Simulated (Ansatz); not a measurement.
in.yaml

```yaml
crystal:
  periodic: [false, false, false]
  atoms:
    - {symbol: Hf, position_ang: [0.000000, 0.000000, 0.000000]}
    - {symbol: Si, position_ang: [0.000000, 0.000000, 2.515600]}
basis:
  gaussian: {orbitals: def2-TZVPP}
total_charge: 1
magnetization: {spin_polarized: true, initial_magnetization: 7}
hamiltonian: {xc: {name: r2SCAN}}
```

```sh
$ ansatz run in.yaml --threads 2 --pin off --events-out ev --progress --plain --max-ram 24576MiB --backend cuda --devices 0, --max-vram 18GiB
```

Output:

```
646 factors; their error is unknown
mean field evaluation 1: about -9161.9016 eV, gradient 2.3e1 eV
mean field evaluation 2: about -9151.9658 eV, gradient 3.7e1 eV
mean field evaluation 4: about -9165.3913 eV, gradient 4.3e0 eV
mean field evaluation 8: about -9165.4781 eV, gradient 9.6e-2 eV
mean field evaluation 16: about -9165.7810 eV, gradient 8.9e-1 eV
mean field evaluation 32: about -9165.7910 eV, gradient 4.0e-6 eV
mean field evaluation 64: about -9165.6588 eV, gradient 3.2e-1 eV
mean field evaluation 96: about -9165.6860 eV, gradient 8.3e-4 eV
mean field evaluation 128: about -9165.6687 eV, gradient 3.9e-1 eV
mean field evaluation 160: about -9165.1095 eV, gradient 4.9e0 eV
mean field -9165.79101878 eV, -336.8366071437 hartree, gradient 4.0e-6 eV, S^2 15.751955; 17 other end points of the search recorded, 0 dependent functions left out
reference -9165.79103484 eV, -336.8366077339 hartree; 16, 9 occupied and 82, 89 virtual orbitals, 646 factors
Total energy: -9165.79103484 eV, -336.8366077339 hartree
```

Ran on 2 threads of AMD EPYC 7R13 with a shared H100 80 GB, shared host: 12 s wall, 0.82 GiB peak host memory.
